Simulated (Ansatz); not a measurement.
Consider the homolysis of the N–O bond: `O=NO` → `[N]=O`• + `[OH]`•.

Isolated molecules relaxed with PBE0-D4/def2-TZVP in Ansatz; ΔE leaves out vibrations. CCSD(T)/CBS is extrapolated from def2-TZVPP and def2-QZVPP, frozen cores. Functionals use def2-TZVPP. B3LYP here is the variant with VWN-RPA as its local correlation; programs differ in this. No spin–orbit coupling; open shells (•) take unrestricted orbitals. One conformer a species, not always the lowest.

| level | ΔE (kJ/mol) | difference from CCSD(T)/CBS |
| --- | --- | --- |
| LDA (SPW92) | 361.6 | 142.6 |
| PBE-D4 | 268.6 | 49.6 |
| revPBE-D4 | 246.8 | 27.8 |
| BLYP-D4 | 238.4 | 19.4 |
| r2SCAN-D4 | 230.6 | 11.6 |
| PBE0-D4 | 224.9 | 5.9 |
| r2SCANh-D4 | 216.0 | -3.0 |
| BHLYP-D4 | 162.9 | -56.1 |
| CAM-B3LYP-D4 | 213.1 | -5.9 |
| PBE-QIDH | 209.8 | -9.2 |
| PBE | 266.5 | 47.5 |
| BLYP | 233.4 | 14.4 |
| B3LYP | 210.1 | -8.9 |
| r2SCAN0 | 195.0 | -24.0 |
| BHLYP | 160.7 | -58.3 |
| CAM-B3LYP | 211.5 | -7.5 |
| LC-ωPBE | 213.2 | -5.8 |
| RPA@PBE/def2-TZVPP | 178.6 | -40.4 |
| MP2/def2-SVP | 216.4 | -2.6 |
| HF/def2-TZVPP | 17.1 | -201.9 |
| MP2/def2-TZVPP | 236.2 | 17.2 |
| SCS-MP2/def2-TZVPP | 219.6 | 0.6 |
| CCSD/def2-TZVPP | 184.0 | -35.0 |
| HF/def2-QZVPP | 17.5 | -201.5 |
| MP2/def2-QZVPP | 244.8 | 25.8 |
| SCS-MP2/def2-QZVPP | 228.5 | 9.5 |
| CCSD/def2-QZVPP | 190.4 | -28.6 |
| CCSD(T)/def2-QZVPP | 213.7 | -5.3 |
| MP2/CBS(def2) | 251.0 | 32.0 |
| HF/cc-pV(D+d)Z | 10.9 | -208.1 |
| CCSD/cc-pV(D+d)Z | 167.2 | -51.8 |
| MP2/cc-pV(T+d)Z | 235.8 | 16.8 |
| CCSD/cc-pV(T+d)Z | 184.3 | -34.7 |
| CCSD(T)/cc-pV(T+d)Z | 206.5 | -12.5 |
| HF/cc-pV(Q+d)Z | 18.0 | -201.0 |
| MP2/cc-pV(Q+d)Z | 244.7 | 25.7 |
| CCSD/cc-pV(Q+d)Z | 190.6 | -28.4 |
| CCSD(T)/cc-pV(Q+d)Z | 213.9 | -5.1 |
| HF/CBS(cc) | 17.9 | -201.1 |
| CCSD(T)/CBS(cc) | 219.2 | 0.2 |
| CCSD(T)/CBS | 219.0 | 0 |

Largest T1 diagnostic among the species: 0.024, so the coupled-cluster value is less sure than usual.

From PBE to PBE0 (25 % exact exchange), in def2-TZVPP and without D4, ΔE moves by −43.3 kJ/mol: exact exchange takes away binding that semilocal exchange gives to molecules. The D4 term adds +3.4 kJ/mol with B3LYP and +1.7 kJ/mol with PBE0; it sums over pairs of atoms, weighted by their polarisabilities, and B3LYP, whose exchange is more repulsive, gets the larger term. In def2-TZVPP, CCSD(T) changes the Hartree–Fock value by +189.2 kJ/mol (the triples alone add +22.3 kJ/mol) and MP2 by +219.1 kJ/mol; breaking electron pairs costs correlation energy, which Hartree–Fock lacks.
